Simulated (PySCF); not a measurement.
Numbering as in the mapped SMILES `[Cl:1][c:2]1[cH:3][cH:4][o:5][cH:6]1`; H(Xn) means a hydrogen on atom n.

Geometry: PBE0-D3(BJ)/def2-SVP; GIAO absolute shieldings from PySCF 2.14.0 with density-fitted response routines, gas phase, non-relativistic, averaged over equivalent atoms.

At PBE0/pcSseg-1 (124 basis functions, 16 s wall time on 1 thread of an Arm Neoverse N1, shared host):
| atoms | σ (ppm) |
| --- | --- |
| Cl1 | 827.8 |
| C4 | 38.2 |
| C6 | 41.2 |
| C2 | 56.8 |
| C3 | 66.2 |
| O5 | 32.9 |
| H(C6) | 23.90 |
| H(C4) | 23.96 |
| H(C3) | 24.76 |

Estimate the result of repeating the calculation with KT3/pcSseg-2.

## Answers


| atoms | σ at KT3/pcSseg-2 | change |
| --- | --- | --- |
| Cl1 | 805.3 | -22.5 |
| C4 | 42.8 | +4.6 |
| C6 | 45.1 | +3.9 |
| C2 | 59.9 | +3.1 |
| C3 | 70.2 | +4.0 |
| O5 | 36.5 | +3.6 |
| H(C6) | 23.95 | +0.05 |
| H(C4) | 23.97 | +0.01 |
| H(C3) | 24.92 | +0.16 |

The largest change is at Cl1 (chlorine bonded to C). Cost: 265 basis functions, 61 s wall time on 1 thread of an Arm Neoverse N1, shared host. The order of the carbon signals is the same at both levels.

Carbons that carry Cl, above all several Cl atoms, come out too deshielded, partly because spin–orbit coupling is missing.
